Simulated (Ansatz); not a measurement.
**OF (quartet): the correlation ladder, 6-31G**

How much of the correlation energy of OF (quartet) does each wave-function method recover here?

Method: 6-31G, core rule «outside noble gas», up to 2 orbitals frozen; program: Ansatz 0.2.0, Gaussian basis.

To be run: UHF; CCSD(T) on ROHF; CCSD(T) on UHF; BCCD(T) on ROHF; CISD; CCSDT(Q) on ROHF; CCSDT(Q) on UHF; CISDTQ; CCSDTQ on ROHF; CCSDTQ on UHF; CASSCF and MRCISD+Q, 13 electrons in 8 orbitals; CASSCF and NEVPT2, 13 electrons in 8 orbitals; Full CI.

5 further runs of the same task are left out: 5 set aside as unsound or not needed.

### 1 The system

The geometry is a PBE0/def2-TZVP stationary point (not a proven minimum).

2 atoms, charge 0, spin multiplicity 4.

Atoms are counted from 1 here; the program's logs count them from 0.

No contacts short enough for the rule that draws bonds.

As a file:

```xyz
2
FO
O     0.0000    0.0000    0.0000
F     0.0000    0.0000    1.7425
```

### 2 UHF

File in.yaml:

```yaml
crystal:
  periodic: [false, false, false]
  atoms:
    - {symbol: O, position_ang: [0.000000, 0.000000, 0.000000]}
    - {symbol: F, position_ang: [0.000000, 0.000000, 1.742500]}
basis:
  gaussian: {orbitals: 6-31G}
magnetization: {spin_polarized: true, initial_magnetization: 3}
hamiltonian: {xc: hf}
output: {orbitals: {seedname: orbitals}}
```

Launch:

```sh
> ansatz run in.yaml --threads 1 --pin off --events-out ev --progress --plain --max-ram 4096MiB --backend cpu
```

Further steps of the session: CCSD(T) on ROHF; CCSD(T) on UHF; BCCD(T) on ROHF; CISD; CCSDT(Q) on ROHF; CCSDT(Q) on UHF; CISDTQ; CCSDTQ on ROHF; CCSDTQ on UHF; CASSCF and MRCISD+Q, 13 electrons in 8 orbitals; CASSCF and NEVPT2, 13 electrons in 8 orbitals; Full CI.

**Question.** What will the summary of the whole plan be? Wanted: FCI below the RHF energy; RMP2 from FCI; UMP2 from FCI; RCCSD from FCI; RCCSD(T) from FCI; UCCSD(T) from FCI; RCCSDT(Q) from FCI; UCCSDT(Q) from FCI; NEVPT2 valence from FCI.

As calculated:

```
                         quantity                                     value
         FCI below the RHF energy                                -5.2921 eV
                    RMP2 from FCI                             +111.6 kJ/mol
                    UMP2 from FCI                             +103.1 kJ/mol
                   RCCSD from FCI                              +23.0 kJ/mol
                RCCSD(T) from FCI                               +9.6 kJ/mol
                UCCSD(T) from FCI                              +10.0 kJ/mol
               RCCSDT(Q) from FCI                               -4.9 kJ/mol
               UCCSDT(Q) from FCI                               -5.6 kJ/mol
          NEVPT2 valence from FCI                             +107.0 kJ/mol
        MRCISD+Q valence from FCI                              +20.7 kJ/mol
levels within 1 kcal/mol (43 meV)  RCCSDT, UCCSDT, CISDTQ, RCCSDTQ, UCCSDTQ
                    T1 diagnostic                                     0.076
   effectively unpaired electrons                                      3.07
```

What this shows: RCCSD(T) misses by +9.6 kJ/mol, 1.9 % of the correlation energy. RCCSDT(Q), UCCSDT(Q) fall below full CI: unrestricted runs freeze a spin-polarised core, another one than full CI's, and coupled cluster isn't variational. The occupations are near whole numbers, but T1 = 0.076 shows that the orbitals relax strongly. Of the multireference levels listed MRCISD+Q valence comes nearest in total energy (+20.7 kJ/mol), which doesn't show that its space is the better one. These misses are within one basis, not against nature; the frozen cores of restricted and unrestricted runs differ, which can shift their rows.
